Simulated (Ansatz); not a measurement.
# AlNH4 (triplet): from Hartree-Fock to the top rungs at distance Al1–H4 along a hydrogen transfer = 1.783 Å, cc-pVDZ

How much of the correlation energy of AlNH4 (triplet) does each wave-function method recover here?

Method: cc-pVDZ, core rule «outside noble gas», up to 6 orbitals frozen; program: Ansatz 0.2.0, Gaussian basis.

To be run: UHF; CCSD(T) on ROHF; CCSD(T) on UHF; BCCD(T) on ROHF; CISD; CCSDT(Q) on ROHF; CCSDT(Q) on UHF; CASSCF and MRCISD+Q, 4 electrons in 4 orbitals; CASSCF and NEVPT2, 4 electrons in 4 orbitals.

7 further runs of the same task are left out: 6 that didn't finish, 1 set aside as unsound or not needed.

**1. What is computed**

The geometry derives from fragments relaxed apart (PBE0/def2-TZVP) and kept rigid, so it is no stationary point. A hydrogen atom is moved between rigid fragments.

6 atoms, charge 0, spin multiplicity 3.

Atoms are counted from 1 here; the program's logs count them from 0.

Bond lengths: Al1–H2 1.586 Å, Al1–H3 1.586 Å, Al1–H4 1.783 Å, H4–N5 1.187 Å, N5–H6 1.040 Å. Angles: H2–Al1–H3 120.0°, H2–Al1–H4 120.0°, H3–Al1–H4 120.0°, Al1–H4–N5 180.0°, H4–N5–H6 105.0°.

**2. UHF**

The input, in.yaml:

```yaml
crystal:
  periodic: [false, false, false]
  atoms:
    - {symbol: Al, position_ang: [-1.000964, 0.022483, 0.000000]}
    - {symbol: H, position_ang: [-1.793888, 1.395868, 0.000000]}
    - {symbol: H, position_ang: [-1.793888, -1.350901, 0.000000]}
    - {symbol: H, position_ang: [0.782036, 0.022483, 0.000000]}
    - {symbol: N, position_ang: [1.969036, 0.022483, 0.000000]}
    - {symbol: H, position_ang: [2.238117, -0.981743, 0.000000]}
basis:
  gaussian: {orbitals: cc-pVDZ}
magnetization: {spin_polarized: true, initial_magnetization: 2}
hamiltonian: {xc: hf}
output: {orbitals: {seedname: orbitals}}
```

Run with:

```sh
ansatz run in.yaml --threads 1 --pin off --events-out ev --progress --plain --max-ram 2393MiB
```

The runs that follow: CCSD(T) on ROHF; CCSD(T) on UHF; BCCD(T) on ROHF; CISD; CCSDT(Q) on ROHF; CCSDT(Q) on UHF; CASSCF and MRCISD+Q, 4 electrons in 4 orbitals; CASSCF and NEVPT2, 4 electrons in 4 orbitals.

Q: Predict the results of all the runs planned. Wanted: UCCSDT(Q) below the RHF energy; RMP2 from UCCSDT(Q); UMP2 from UCCSDT(Q); RCCSD from UCCSDT(Q); RCCSD(T) from UCCSDT(Q); UCCSD(T) from UCCSDT(Q); RCCSDT(Q) from UCCSDT(Q); T1 diagnostic.

**Answer**, as computed:

```
                         quantity                                                   value
   UCCSDT(Q) below the RHF energy                                              -7.2789 eV
              RMP2 from UCCSDT(Q)                                           +117.6 kJ/mol
              UMP2 from UCCSDT(Q)                                           +124.7 kJ/mol
             RCCSD from UCCSDT(Q)                                            +17.7 kJ/mol
          RCCSD(T) from UCCSDT(Q)                                             +3.6 kJ/mol
          UCCSD(T) from UCCSDT(Q)                                             +3.6 kJ/mol
         RCCSDT(Q) from UCCSDT(Q)                                             +0.1 kJ/mol
levels within 1 kcal/mol (43 meV)  RCCSD(T), UCCSD(T), BCCD(T), RCCSDT, UCCSDT, RCCSDT(Q)
                    T1 diagnostic                                                   0.022
```

What this shows: RCCSD(T) lands +3.6 kJ/mol from the yardstick (0.5 % of the correlation energy). These misses are within one basis, not against nature; the frozen cores of restricted and unrestricted runs differ, which can shift their rows.
